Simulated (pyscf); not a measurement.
SnH₄ -> SnH₂ [singlet] + H₂, gas phase, singlet surface. PySCF, gas phase, ωB97X-D3(BJ)/def2-SVP geometries. ΔG in kcal/mol from ωB97M-D3(BJ)/def2-TZVP energies (ideal gas, 1 atm, RRHO with modes under 100 cm⁻¹ raised to 100, one conformer, R ln 2 for chiral ones without a mode under 150 cm⁻¹).

```json
[
 {"T (K)": "298", "ΔG": "+11.1"},
 {"T (K)": "600", "ΔG": "?"},
 {"T (K)": "900", "ΔG": "-8.6"},
 {"T (K)": "1200", "ΔG": "-18.3"}
]
```

Problem. Fit a line to the three values, predict ΔG at 600 K, and estimate where the reaction turns favourable at 1 atm of each gas.

Solution. Least squares gives ΔG = +20.8 − 32.6 × T/1000 K, so ΔS is about +136 J/(mol K) and ΔH about +20.8 kcal/mol over this range (ΔH at 298 K: +20.5). At 600 K the line gives +1.2; the computed value is +1.3. ΔG = 0 falls near 640 K; 1 kcal/mol in the energy moves that by 31 K. This is thermodynamics alone and says nothing of the barrier. Elements past Kr carry the def2 core potentials, without spin-orbit coupling.
